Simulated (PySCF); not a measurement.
Bonds (- single, = double, # triple, : aromatic): C1-C2, C2-C3, C2-C4, C2-C5, C5=O6. C1 carries H7, H8, H9; C3 carries H10, H11, H12; C4 carries H13, H14, H15; C5 carries H16.

GIAO shifts from PySCF 2.14 on PBE0-D3(BJ)/def2-SVP geometries (one conformer, non-relativistic, equivalent nuclei averaged), against TMS at the same level and in the same medium; PCM means IEF-PCM chloroform.

Measured (solution, not stated per compound (mostly CDCl3 or CCl4); Pretsch, Buehlmann, Badertscher, Structure Determination of Organic Compounds, 4th ed. (2009)): C2 42.4, C1/C3/C4 23.4, H7/H8/H9/H10/H11/H12/H13/H14/H15 1.08 ppm.

Which unscaled values do PBE0/pcSseg-1, gas; PBE0/pcSseg-1, PCM; WP04/pcSseg-1, PCM; wB97X-D/pcSseg-1, PCM give, and how close are they?

## Answers


| atoms | measured | PBE0/pcSseg-1, gas | PBE0/pcSseg-1, PCM | WP04/pcSseg-1, PCM | wB97X-D/pcSseg-1, PCM |
| --- | --- | --- | --- | --- | --- |
| C2 | 42.4 | 42.7 | 44.4 | 48.8 | 44.3 |
| C1/C3/C4 | 23.4 | 24.3 | 24.4 | 24.9 | 24.7 |
| H7/H8/H9/H10/H11/H12/H13/H14/H15 | 1.08 | 0.97 | 1.01 | 1.06 | 1.02 |

Mean absolute error for ¹³C: PBE0/pcSseg-1, gas 0.6, PBE0/pcSseg-1, PCM 1.5, WP04/pcSseg-1, PCM 3.9, wB97X-D/pcSseg-1, PCM 1.6 ppm.

Mean absolute error for ¹H: PBE0/pcSseg-1, gas 0.11, PBE0/pcSseg-1, PCM 0.07, WP04/pcSseg-1, PCM 0.02, wB97X-D/pcSseg-1, PCM 0.06 ppm.
